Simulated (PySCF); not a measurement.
**Computed properties of SiH4, SMILES [SiH4]**

SiH4, SMILES [SiH4]. Geometry optimised at B3LYP-D3(BJ)/def2-TZVPD. The isomer is the one that the SMILES or the coordinates give; other isomers of the formula were not compared. The values are those of a single conformer. All values are computed for the isolated molecule unless a solvent is named; none is compared with measurement here.

**Structure.** The optimised structure has Td symmetry. All 9 harmonic modes at B3LYP-D3(BJ)/def2-TZVPD (PySCF) are real, so it is a minimum.

**Vibrations.** The strongest infrared lines (harmonic, unscaled, degenerate partners summed) lie at 922 cm⁻¹ (403 km/mol, H 92 %, Si 8 %), 2242 cm⁻¹ (341 km/mol, H 96 %). The softest mode is at 922 cm⁻¹ and the zero-point energy is 19.6 kcal/mol.

**Electronic structure.** B3LYP/def2-TZVPD (PySCF) places the frontier levels at -9.67 and 0.14 eV, a gap of 9.81 eV, and gives a dipole moment of 0.00 D and a mean polarisability of 31.8 bohr³.

**Excitations.** TDDFT-CAM-B3LYP/def2-TZVPD (PySCF) has S1 at 9.14 eV (136 nm, f = 0.000, dark); the most intense of the 10 singlets computed lies at 9.19 eV (f = 0.46). Strengths of degenerate partners are summed. T1 (TDA) is at 8.51 eV. No vertical singlet excitation falls in the visible range (under 3.1 eV).

**NMR.** GIAO shifts at B3LYP/pcSseg-2 (PySCF) (non-relativistic, atoms alike by connectivity averaged): ¹H at 3.6 ppm against TMS; ²⁹Si at -111.1 ppm against TMS.
